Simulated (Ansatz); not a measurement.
Results of B3LYP (VWN-RPA form) in Ansatz (plane waves, PAW) for rock-salt BaS.

Run with plane-wave cutoff 520 eV, 8×8×8 k mesh, scalar-relativistic PAW data made under PBE.

Computed at the level's own relaxed cell.

Hill averages of the elastic tensor: K = 40.8 GPa, G = 24.9 GPa. Volume 34.275 Å³/atom, mean atomic mass 84.696 u.

**Question.** Work out the density, the sound velocities of a polycrystal and the elastic Debye temperature at this level.

**Answer.** ρ = 1.66054 × 84.696/34.275 = 4.103 g/cm³. v_l = √[(K + 4G/3)/ρ] = 4.247 km/s and v_t = √(G/ρ) = 2.463 km/s. The mean follows from 3/v_m³ = 1/v_l³ + 2/v_t³: v_m = 2.733 km/s. Θ_D = (ħ/k_B) v_m (6π²/V)^(1/3) = 76.38 K Å s/km × 2.733 × 1.1999 Å⁻¹ = 250 K, counting all atoms of the cell.

Ansatz is a first-principles code.
